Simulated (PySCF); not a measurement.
**LiMg: from the state search to spectroscopic constants**

The task here is to estimate one member of a computed series from the others.

Program: PySCF 2.14.0. Level of theory: Li def2-SVPD, Mg def2-SVPD, no relativity. These are calculated values, not measurements.

The first run:

The job is set up so:

```
atoms                         : Li, Mg
charge                        : 0
basis                         : Li def2-SVPD, Mg def2-SVPD
Hamiltonian                   : no relativity
basis functions               : 33
electrons treated             : 15
masses in u                   : 7.0160, 23.9850
levels                        : PBE0, PBE, r²SCAN, BLYP, revPBE, M06-L, ωB97X, HF, MP2, SCS-MP2, CCSD, CCSD(T)
grid                          : 80 radial by 434 angular points
occupations                   : held fixed by the projection of orbital angular momentum
dissociation limit            : Li + Mg, each in its ground configuration
starting distance in angstrom : 2.640
values of 2S to try           : 1, 3
```

Among the steps run: The job; PBE0 along the bond; Higher solutions at PBE0; PBE (GGA); r²SCAN (meta-GGA); BLYP (GGA); revPBE (GGA); M06-L; ωB97X (range-separated hybrid); ROHF; Correlated methods on the Hartree–Fock reference.

One table of the session follows, with a row left open; its other results are not shown here.

It belongs to the step «The curves together». Energy (eV) from each level's lowest point:

| R (Å) | ROHF | ROHF-MP2 | ROHF-SCS-MP2 | ROHF-CCSD | ROHF-CCSD(T) |
| --- | --- | --- | --- | --- | --- |
| 2.680 | 0.310 | 0.171 | 0.177 | n/a | n/a |
| 2.804 | 0.216 | 0.100 | 0.105 | 0.083 | 0.078 |
| 2.929 | 0.149 | 0.054 | 0.058 | 0.038 | 0.034 |
| 3.022 | 0.112 | 0.031 | 0.035 | 0.017 | 0.014 |
| 3.116 | 0.084 | 0.016 | 0.019 | 0.005 | 0.004 |
| 3.209 | 0.062 | 0.007 | 0.009 | 0.000 | 0.000 |
| 3.334 | 0.041 | 0.001 | 0.002 | 0.000 | 0.002 |
| 3.490 | ? | ? | ? | ? | ? |
| 3.677 | 0.010 | 0.004 | 0.003 | 0.020 | 0.026 |
| 3.926 | 0.000 | 0.014 | 0.010 | n/a | n/a |

Estimate the missing values for R (Å) = 3.490.

Worked estimate for «ROHF». A straight line through the neighbours (3.334, 0.041) and (3.677, 0.010) gives 0.041 + (0.010 − 0.041) × (3.490 − 3.334) / (3.677 − 3.334) = 0.027; a parabola fitted to 4 rows on both sides gives 0.024.

**Answer.** ROHF: 0.023; ROHF-MP2: 0.000; ROHF-SCS-MP2: 0.000; ROHF-CCSD: 0.007; ROHF-CCSD(T): 0.011. In «ROHF» the line misses by +0.004 and the parabola by +0.001.

State 3 has its PBE0 minimum 2.36 eV higher. The other levels ran on the lowest alone.

To keep in mind: The bond is weak, and basis-set superposition, which was not computed, may be a sizeable part of it. At some levels the lowest empty orbital lies below the highest filled one (the two can be of opposite spin).
